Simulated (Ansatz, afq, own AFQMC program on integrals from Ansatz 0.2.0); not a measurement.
AlN, triplet: AFQMC among the cluster methods

```tsv
atom	x (Å)	y (Å)	z (Å)
Al	0.0000	0.0000	0.0000
N	0.0000	0.0000	1.9790
```

Basis 6-31G. Noble-gas cores (and the filled d shells of Ga–Kr and In–Xe) are frozen. Integrals, coupled cluster, full CI and functionals: Ansatz 0.2.0; the random walks run on the same integrals in our own AFQMC program. The CISD trial takes its coefficients from CCSD amplitudes. Released means that phaseless walkers are propagated on without the constraint, phases kept. ± is one standard error of the sampling.

Determinant: UHF, the one that the program's search chose, which needn't be the lowest solution. The geometry is a point of a scan.

Full CI on the same integrals is exact in this basis and with this determinant's frozen core.

Cautions: lower spins were not checked; the determinant is a saddle point among determinants of its kind.

```
T1 diagnostic                               : 0.0219
weight of the determinant in the CISD state : 0.909
⟨S²⟩ of the determinant                     : 2.020
size of the correlated space                : 8 electrons in 16 orbitals
```

Reference: full CI, correlation energy -2.841 eV. The released energy is read at 2.40 1/Eh (meV from the phaseless value at times in 1/Eh: -3.6 ± 1.6 at 0.24, -4.4 ± 1.9 at 0.51, -6.9 ± 1.8 at 0.99, -7.8 ± 1.6 at 1.62, -9.2 ± 2.2 at 2.40).

```
         level  E − E(reference) (meV)  share of correlation (%)
            HF                  2840.7                      0.00
           MP2                   687.8                     75.79
          CCSD                    64.5                     97.73
       CCSD(T)                    19.7                     99.31
         CCSDT                     7.0                     99.75
      CCSDT(Q)                     0.5                     99.98
        CCSDTQ                     0.1                    100.00
 ph-AFQMC/CISD               9.8 ± 2.0                     99.66
released AFQMC               0.5 ± 2.2                     99.98
```

CCSDT and higher add their correlation energy to the determinant of the CCSD(T) run, since their own runs factorise the integrals more tightly (a shift of under 2 meV). A walk keeps the symmetry of its determinant, which the program's search chose and which needn't be the lowest solution, so a lower state of the same spin and another symmetry isn't excluded. Released energies are given only where the last usable release times agree within the noise; a slower fall can still hide under it.
